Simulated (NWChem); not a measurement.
# One shape, several levels: doublet C2H5F−

Aim: a comparison of 3 runs (UB3LYP/aug-cc-pVDZ, UBHLYP/aug-cc-pVDZ, UM06-2X/aug-cc-pVDZ) of doublet C2H5F−. 

The results are computed with NWChem 7.3.0.

## 1. The molecule

C2H5F−: 8 atoms, total charge -1, spin state doublet. As SMILES of the parent species, `CCF`. The shape is that of a PBE0-D4/def2-TZVP optimisation. That shape belongs to the parent species and isn't relaxed for this state.

Bond lengths: C1–C2 1.504 Å, C2–F3 1.386 Å, C1–H4 1.093 Å, C1–H5 1.092 Å, C1–H6 1.091 Å, C2–H7 1.094 Å, C2–H8 1.094 Å. Some angles: C1–C2–F3 110.1°, C1–C2–H7 111.6°, C1–C2–H8 111.6°, F3–C2–H7 107.4°, F3–C2–H8 107.4°, C2–C1–H4 109.9°, C2–C1–H5 110.8°, C2–C1–H6 110.8°, H7–C2–H8 108.6°, H4–C1–H5 108.4°.

## 2. A single-point energy at UB3LYP/aug-cc-pVDZ (run 1)

File mymol.xyz:

```xyz
8
C2H5F
C     -0.431700     0.566900    -0.264600
C      0.378400    -0.599100     0.230500
F      1.663300    -0.186400     0.546500
H     -1.443900     0.237400    -0.512600
H      0.018600     0.998500    -1.160400
H     -0.500300     1.343000     0.499800
H      0.464000    -1.381500    -0.529800
H     -0.056300    -1.036000     1.134800
```

File mymol.nw:

```
start mymol
title "C2H5F"
memory total 2200 mb
charge -1
geometry noautosym nocenter noautoz
  load mymol.xyz
end
basis spherical bse
  * library aug-cc-pVDZ
end
dft
  xc b3lyp
  mult 2
  grid fine
  convergence energy 1e-08
  maxiter 100
  mulliken
end
task dft energy
```

Run with:

```bash
$ nwchem mymol.nw > mymol.out
```

Standard output:

```text
[...]
          Wavefunction type:  spin polarized.
          No. of atoms     :     8
          No. of electrons :    27
[...]
          Charge           :    -1
          Spin multiplicity:     2
[...]
          AO basis - number of functions:   114
[...]
              XC Information
              --------------
                         B3LYP Method XC Potential
                     Hartree-Fock (Exact) Exchange  0.200
                        Slater Exchange Functional  0.800 local
                    Becke 1988 Exchange Functional  0.720 non-local
              Lee-Yang-Parr Correlation Functional  0.810
                  VWN I RPA Correlation Functional  0.190 local
[...]
 d= 0,ls=0.0,diis     1   -178.8401902042 -2.58D+02  3.63D-01  4.65D-01     6.6
[...]
 d= 0,ls=0.0,diis    16   -179.0638947306 -8.16D-11  7.55D-06  3.08D-12    90.0
[...]
         Total DFT energy =     -179.063894730575
      One electron energy =     -405.628903891347
           Coulomb energy =      170.418682123330
    Exchange-Corr. energy =      -23.269647833976
 Nuclear repulsion energy =       79.415974871417
[...]
      Total Density - Mulliken Population Analysis
     ---------------------------------------------
    Atom       Charge   Shell Charges
 -----------   ------   -------------------------------------------------------
    1 C    6     4.14   2.02  0.67  0.12 -0.89  2.16  0.12 -0.08  0.05 -0.03
    2 C    6     3.84   2.02  0.68  0.14 -1.06  2.04 -0.02 -0.07  0.12  0.00
    3 F    9     9.52   2.01  0.89  1.05  0.17  3.34  1.92  0.12  0.00  0.02
    4 H    1     2.22   0.77  0.60  0.90  0.03 -0.08
    5 H    1     1.61   0.78  0.56  0.30  0.03 -0.05
    6 H    1     1.61   0.78  0.56  0.30  0.03 -0.05
    7 H    1     2.03   0.79  0.69  0.58  0.03 -0.06
    8 H    1     2.03   0.79  0.69  0.58  0.03 -0.06
[...]
      <S2> =      0.7500 (Exact =     0.7500)
[...]
```

It took 91 s on 1 thread of Intel Xeon Platinum 8259CL at 2.50GHz (Skylake/Cascade Lake), shared host; peak memory 0.11 GiB.

## 3. A single-point energy at UBHLYP/aug-cc-pVDZ (run 2)

File work.nw:

```
START work
TITLE "C2H5F"
memory total 2200 mb
charge -1

GEOMETRY units angstroms noautosym nocenter noautoz
  C    -0.431700    0.566900   -0.264600
  C     0.378400   -0.599100    0.230500
  F     1.663300   -0.186400    0.546500
  H    -1.443900    0.237400   -0.512600
  H     0.018600    0.998500   -1.160400
  H    -0.500300    1.343000    0.499800
  H     0.464000   -1.381500   -0.529800
  H    -0.056300   -1.036000    1.134800
END

BASIS spherical bse
  * library aug-cc-pVDZ
END

DFT
  xc bhlyp
  mult 2
  grid fine
  convergence energy 1e-08
  iterations 100
  mulliken
END

TASK dft
```

Run with:

```bash
$ nwchem work.nw > work.out
```

Standard output:

```text
[...]
          Wavefunction type:  spin polarized.
          No. of atoms     :     8
          No. of electrons :    27
[...]
          Charge           :    -1
          Spin multiplicity:     2
[...]
          AO basis - number of functions:   114
[...]
              XC Information
              --------------
                        BHLYP Method XC Functional
                     Hartree-Fock (Exact) Exchange  0.500
                        Slater Exchange Functional  0.500 local
                    Becke 1988 Exchange Functional  0.500 non-local
              Lee-Yang-Parr Correlation Functional  1.000
[...]
 d= 0,ls=0.0,diis     1   -178.7448095427 -2.58D+02  1.94D-01  4.33D-01     6.5
[...]
 d= 0,ls=0.0,diis    17   -178.9641641191 -8.10D-11  4.28D-06  7.83D-13    97.4
[...]
         Total DFT energy =     -178.964164119148
      One electron energy =     -405.652443370223
           Coulomb energy =      170.461015955757
    Exchange-Corr. energy =      -23.188711576100
 Nuclear repulsion energy =       79.415974871417
[...]
      Total Density - Mulliken Population Analysis
     ---------------------------------------------
    Atom       Charge   Shell Charges
 -----------   ------   -------------------------------------------------------
    1 C    6     4.33   2.02  0.66  0.12 -0.91  2.13  0.36 -0.08  0.05 -0.02
    2 C    6     4.02   2.02  0.67  0.12 -1.00  2.00  0.14 -0.05  0.13 -0.01
    3 F    9     9.58   2.01  0.89  1.06  0.16  3.34  2.00  0.10  0.00  0.02
    4 H    1     2.27   0.76  0.54  1.03  0.03 -0.09
    5 H    1     1.48   0.77  0.49  0.24  0.03 -0.05
    6 H    1     1.48   0.77  0.49  0.24  0.03 -0.05
    7 H    1     1.93   0.78  0.60  0.57  0.03 -0.06
    8 H    1     1.93   0.78  0.60  0.57  0.03 -0.06
[...]
      <S2> =      0.7501 (Exact =     0.7500)
[...]
```

Wall time 98 s (1 thread of Intel Xeon Platinum 8259CL at 2.50GHz (Skylake/Cascade Lake), shared host); peak memory 0.11 GiB.

## 4. The energy at UM06-2X/aug-cc-pVDZ (run 3)

File struct.xyz:

```xyz
8
C2H5F M06-2X
C     -0.431700     0.566900    -0.264600
C      0.378400    -0.599100     0.230500
F      1.663300    -0.186400     0.546500
H     -1.443900     0.237400    -0.512600
H      0.018600     0.998500    -1.160400
H     -0.500300     1.343000     0.499800
H      0.464000    -1.381500    -0.529800
H     -0.056300    -1.036000     1.134800
```

File run.py:

```python
from ase.io import read
from ase.calculators.nwchem import NWChem

system = read('struct.xyz')

calc = NWChem(
    label='struct',
    theory='dft',
    memory='2200 mb',
    basis='aug-cc-pVDZ',
    basispar='spherical bse',
    charge=-1,
    dft={'xc': 'm06-2x', 'mult': '2', 'grid': 'fine', 'convergence': 'energy 1e-08', 'iterations': '100', 'mulliken': None},
    task='energy',
)
system.calc = calc

print("Total energy (eV):", round(system.get_potential_energy(), 6))
```

Run with:

```bash
$ export ASE_NWCHEM_COMMAND="nwchem PREFIX.nwi > PREFIX.nwo"
$ python run.py
```

Standard output:

```text
Total energy (eV): -4870.143604
```

The calculator wrote struct.nwi:

```
title "struct"

permanent_dir struct

scratch_dir struct

start struct

geometry units angstrom nocenter noautosym noautoz
  C  -4.3169999999999997e-01 5.6689999999999996e-01 -2.6460000000000000e-01
  C  3.7840000000000001e-01 -5.9909999999999997e-01 2.3050000000000001e-01
  F  1.6633000000000000e+00 -1.8640000000000001e-01 5.4649999999999999e-01
  H  -1.4439000000000000e+00 2.3740000000000000e-01 -5.1259999999999994e-01
  H  1.8599999999999998e-02 9.9850000000000005e-01 -1.1604000000000001e+00
  H  -5.0029999999999997e-01 1.3430000000000000e+00 4.9980000000000002e-01
  H  4.6400000000000002e-01 -1.3815000000000000e+00 -5.2980000000000005e-01
  H  -5.6300000000000003e-02 -1.0360000000000000e+00 1.1348000000000000e+00
end

charge -1

memory 2200 mb

basis spherical bse noprint
   * library aug-cc-pVDZ
end

dft
  xc m06-2x
  mult 2
  grid fine
  convergence energy 1e-08
  iterations 100
  mulliken
end

task dft energy
```

struct.nwo:

```text
Northwest Computational Chemistry Package (NWChem) 7.3.0
             --------------------------------------------------------

           Job information
           ---------------

    nwchem branch   = 7.3.0
    use scalapack   = T
    input           = struct.nwi
    prefix          = struct.
    data base       = struct/struct.db
    status          = startup
    nproc           =        1

           Memory information
           ------------------

    heap     =     72089596 doubles =      550.0 Mbytes
    stack    =     72089601 doubles =      550.0 Mbytes
    global   =    144179200 doubles =     1100.0 Mbytes (distinct from heap & stack)
    total    =    288358397 doubles =     2200.0 Mbytes
    verify   = yes
    hardfail = no

           Directory information
           ---------------------

  0 permanent = struct
  0 scratch   = struct

                                NWChem Input Module
                                -------------------

                                      struct
                                      ------

[... 25 lines left out ...]
            Nuclear Dipole moment (a.u.)
[... 69 lines left out ...]
  convergence criterion.
[... 16 lines left out ...]
          Convergence on density requested:  1.00D-05
[... 21 lines left out ...]
          Spatial weights used:  Erf1
[... 3 lines left out ...]
          Convergence aids based upon iterative change in
[... 84 lines left out ...]
         Total DFT energy =     -178.974477817955
[... 1 line left out ...]
           Coulomb energy =      170.268853621755
[... 1 line left out ...]
 Nuclear repulsion energy =       79.415974871417
[... 806 lines left out ...]
                     DFT Final Beta Molecular Orbital Analysis
[... 891 lines left out ...]
   alpha    101    102    103    104    105    106    107    108    109    110
    beta    101    102    103    104    105    106    107    108    109    110
 overlap   1.000  1.000  0.999  0.992  0.990  1.000  0.999  1.000  1.000  1.000

   alpha    111    112    113    114
    beta    111    112    113    114
 overlap   1.000  1.000  0.999  0.999

     --------------------------
     Expectation value of S2:
     --------------------------
      <S2> =      0.7504 (Exact =     0.7500)

 center of mass
 --------------
 x =   1.15775917 y =  -0.14811112 z =   0.36981292

 moments of inertia (a.u.)
 ------------------
          82.775815016475          38.681330336881         -50.306888164526
          38.681330336881         177.926186979214          20.414844713161
         -50.306888164526          20.414844713161         198.090588569202

     Multipole analysis of the density
     ---------------------------------

     L   x y z        total         alpha         beta         nuclear
     -   - - -        -----         -----         ----         -------
     0   0 0 0     -1.000000    -14.000000    -13.000000     26.000000

     1   1 0 0      0.804151    -11.200515    -12.811216     24.815882
[... 8 lines of this table left out ...]
     2   0 0 2    -36.218286    -41.332953    -19.362717     24.477384

 Task  times  cpu:      135.9s     wall:      135.9s
 Total times  cpu:      135.9s     wall:      135.9s
```

Run time: 2.3 min. Hardware: 1 thread of Intel Xeon Platinum 8259CL at 2.50GHz (Skylake/Cascade Lake), shared host; peak memory 0.11 GiB.

## 5. All runs side by side

```
run                level  energy (Eh)  HOMO energy (eV)  LUMO energy (eV)   ⟨S²⟩  wall time
  1   UB3LYP/aug-cc-pVDZ  -179.063895              1.59              2.47  0.750       91 s
  2   UBHLYP/aug-cc-pVDZ  -178.964164              1.39              2.96  0.750       98 s
  3  UM06-2X/aug-cc-pVDZ  -178.974478              1.38              2.84  0.750    2.3 min
```

## 6. Results

```
                                 quantity          value
                      run 3: total energy  -178.97448 Eh
run 3: HOMO energy (highest over α and β)        1.38 eV
 run 3: LUMO energy (lowest over α and β)        2.84 eV
                              run 3: ⟨S²⟩          0.750
```

Totals of different functionals can't be ranked against each other. In runs 1, 2, 3 the HOMO lies above zero, so the outermost electron may be held by the basis alone. All runs together took 5.4 min, the longest 2.3 min.
